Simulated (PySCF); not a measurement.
A thermochemical cycle for P2

PBE0 in PySCF with def2-TZVPPD on every atom, for the lowest determinant that a PBE0 search found; no spin–orbit coupling. P2, a singlet (closed shell), has De = 4.85 eV to neutral atoms, and P₂⁺, a doublet (π ↑), has De = 5.02 eV to P⁺ + P.

At the same level the P atom ionises at 10.52 eV.

**Question.** What is the adiabatic ionisation energy of the molecule, and does ionisation strengthen or weaken the bond?

**Answer.** IE = IE(P) + De(neutral) − De(ion) = 10.52 + 4.85 − 5.02 = 10.35 eV. De changes by +0.17 eV, so ionisation strengthens the bond.

States were picked by a PBE0 search and need not be the measured ground states.
